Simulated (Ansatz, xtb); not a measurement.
Two isomers of C4H10O2

Structure I is `C[C@H](O)[C@@H](C)O`, a singlet and structure II is `COC(C)OC`, a singlet. Both are isolated molecules in the gas phase, relaxed with B3LYP/def2-SVP; each stands in its lowest conformer found.

I (Å):

```yaml
atoms:
  - { symbol: C, position_ang: [0.8734, -0.8144, -0.0279] }
  - { symbol: C, position_ang: [0.1242, 0.5072, -0.0751] }
  - { symbol: C, position_ang: [-0.0689, 1.0822, -1.4911] }
  - { symbol: C, position_ang: [-0.8313, 0.1639, -2.4410] }
  - { symbol: O, position_ang: [-1.1346, 0.3299, 0.5442] }
  - { symbol: O, position_ang: [-0.7846, 2.2985, -1.2716] }
  - { symbol: H, position_ang: [1.0219, -1.1182, 1.0190] }
  - { symbol: H, position_ang: [0.3021, -1.6110, -0.5286] }
  - { symbol: H, position_ang: [1.8615, -0.7293, -0.5075] }
  - { symbol: H, position_ang: [0.7146, 1.2689, 0.4769] }
  - { symbol: H, position_ang: [-1.6153, 1.1583, 0.3919] }
  - { symbol: H, position_ang: [0.9334, 1.3028, -1.9131] }
  - { symbol: H, position_ang: [-0.2507, -0.7387, -2.6856] }
  - { symbol: H, position_ang: [-1.0465, 0.6807, -3.3920] }
  - { symbol: H, position_ang: [-1.7828, -0.1459, -1.9834] }
  - { symbol: H, position_ang: [-1.0885, 2.6401, -2.1215] }
```

II (Å):

```xyz
16

C    -1.6587    1.7166   -0.1281
C     0.6795    1.2470    0.0085
C     1.3940    2.4753   -0.5299
C     1.0702   -0.6109    1.4118
O    -0.5201    1.5874    0.6810
O     1.5315    0.6231    0.9085
H    -1.8517    0.8021   -0.7258
H    -1.5928    2.5716   -0.8301
H    -2.5198    1.8868    0.5350
H     0.4205    0.5465   -0.8232
H     1.6465    3.1386    0.3106
H     2.3209    2.1838   -1.0456
H     0.7550    3.0233   -1.2386
H     0.1356   -0.4950    1.9859
H     1.8538   -1.0074    2.0729
H     0.8924   -1.3406    0.5960
```

Q: Estimate which is lower in electronic energy at CCSD(T)/def2-SVP + ΔMP2/def2-TZVPP, and by roughly how much.

A: The CCSD(T)/def2-SVP + ΔMP2/def2-TZVPP calculation puts structure I lower, by 18.6 kcal/mol.

How the difference moves with the method:

```json
{"level": "GFN2-xTB", "geometry": "GFN2-xTB", "E(II) − E(I) (kcal/mol)": "+3.4", "departure from the last row (kcal/mol)": "−15.3", "job, with rough time for the two": "optimisation, 0.2 s"}
{"level": "HF/STO-3G", "geometry": "GFN2-xTB", "E(II) − E(I) (kcal/mol)": "−5.7", "departure from the last row (kcal/mol)": "−24.3", "job, with rough time for the two": "single point, 0.58 s"}
{"level": "r2SCAN-D4/def2-SVP", "geometry": "GFN2-xTB", "E(II) − E(I) (kcal/mol)": "+15.3", "departure from the last row (kcal/mol)": "−3.4", "job, with rough time for the two": "single point, 3.6 s"}
{"level": "B3LYP/def2-SVP", "geometry": "B3LYP/def2-SVP", "E(II) − E(I) (kcal/mol)": "+12.2", "departure from the last row (kcal/mol)": "−6.4", "job, with rough time for the two": "optimisation, 47 s"}
{"level": "HF/def2-SVP", "geometry": "B3LYP/def2-SVP", "E(II) − E(I) (kcal/mol)": "+12.3", "departure from the last row (kcal/mol)": "−6.4", "job, with rough time for the two": "part of the CCSD(T) run"}
{"level": "MP2/def2-SVP", "geometry": "B3LYP/def2-SVP", "E(II) − E(I) (kcal/mol)": "+19.0", "departure from the last row (kcal/mol)": "+0.4", "job, with rough time for the two": "part of the CCSD(T) run"}
{"level": "CCSD(T)/def2-SVP", "geometry": "B3LYP/def2-SVP", "E(II) − E(I) (kcal/mol)": "+16.8", "departure from the last row (kcal/mol)": "−1.8", "job, with rough time for the two": "single point"}
{"level": "CCSD(T)/def2-SVP + ΔMP2/def2-TZVPP", "geometry": "B3LYP/def2-SVP", "E(II) − E(I) (kcal/mol)": "+18.6", "departure from the last row (kcal/mol)": "", "job, with rough time for the two": "single point, 79 s"}
```

As drawn, II has 2 C–O, 2 C–H in place of 2 C–C, 2 O–H.

HF/STO-3G puts the two in the other order. The largest departure from CCSD(T)/def2-SVP + ΔMP2/def2-TZVPP is that of HF/STO-3G, 24.3 kcal/mol. The last row adds to CCSD(T) the change of the MP2 difference between the two basis sets, here +1.8 kcal/mol.

With thermal terms from frequencies at re-optimised GFN2-xTB minima (ideal gas, soft modes damped towards free rotors, one conformer each, 298.15 K, 1 atm): the zero-point term adds −0.8 kcal/mol; ΔH is +18.1 and ΔG +17.2 kcal/mol.

The correlated steps freeze 6 core orbitals. Mirror images aren't counted in ΔG. Codes used: Ansatz 0.2.0, xtb 6.7.1; the last row on 2 threads of Intel(R) Xeon(R) Platinum 8488C (Sapphire Rapids) on a shared host.
